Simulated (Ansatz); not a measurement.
A nudged elastic band was laid between two geometries of CH₅B₂ (8 atoms, charge 0, multiplicity 2).

All numbers below come from UKS B3LYP-D4/def2-SVP in Ansatz.

```yaml
movable_images: 7
climbing_image: yes
spring: 5.0 eV/Å²
optimiser: quadratic models (default)
start_path: through a guess of the saddle point
force_threshold: 0.05 eV/Å
iteration_limit: 60
end_points: relaxed
```

Image 0:

```xyz
8
Properties=species:S:1:pos:R:3
B -0.859 0.778 -0.687
C 0.110 0.367 0.413
B 0.749 -1.013 0.478
H -1.784 0.059 -0.988
H -0.706 1.812 -1.297
H 0.477 1.145 1.103
H 1.944 -1.140 0.620
H 0.070 -2.008 0.358
```

Image 8:

```xyz
8
Properties=species:S:1:pos:R:3
B -0.860 0.777 -0.687
C 0.109 0.367 0.414
B 0.749 -1.014 0.478
H -0.708 1.814 -1.293
H -1.782 0.056 -0.991
H 0.476 1.146 1.104
H 1.944 -1.138 0.621
H 0.071 -2.008 0.354
```

(1) What changes between the two ends?

(2) Give the energies along the band, and the barrier.

(3) What is the geometry of the highest image?

(4) What are the harmonic wavenumbers there?

Results:

(1) No bond is made or broken. The dihedral H4–B1–C2–B3 goes from 48 to -130°. The two ends are copies of one structure, up to a mirror image or an exchange of like atoms.

(2) The forces met the threshold. The highest image is number 4 of 0 to 8, 0.079 eV above the ends, which have the same energy within 2 meV. A vibrational analysis at the climbing image gives one clearly imaginary mode, 85i cm⁻¹: a first-order saddle point.

```
image  path coordinate (Å)  energy (eV)  dihedral H4–B1–C2–B3 (°)
    0                 0.00        0.000                        48
    1                 0.67        0.027                        65
    2                 1.35        0.069                        85
    3                 2.02        0.068                       113
    4                 2.70        0.079                       137
    5                 3.24        0.076                       159
    6                 3.79        0.058                      -174
    7                 4.33        0.020                      -150
    8                 4.88        0.000                      -130
```

(3) 
```xyz
8
Properties=species:S:1:pos:R:3
B -0.897 0.785 -0.685
C 0.039 0.300 0.421
B 0.876 -0.984 0.400
H -1.981 1.241 -0.391
H -0.607 0.719 -1.857
H 0.114 0.929 1.323
H 1.960 -1.001 0.941
H 0.496 -1.990 -0.153
```

(4) 85i, 210, 337, 542, 726, 753, 902, 965, 1033, 1060, 1170, 1210, 1275, 2530, 2541, 2614, 2620, 3097 cm⁻¹.

Time of the run: 3.8 min on 1 thread of Arm Neoverse V2, with other jobs on the host, peak memory 0.24 GiB.
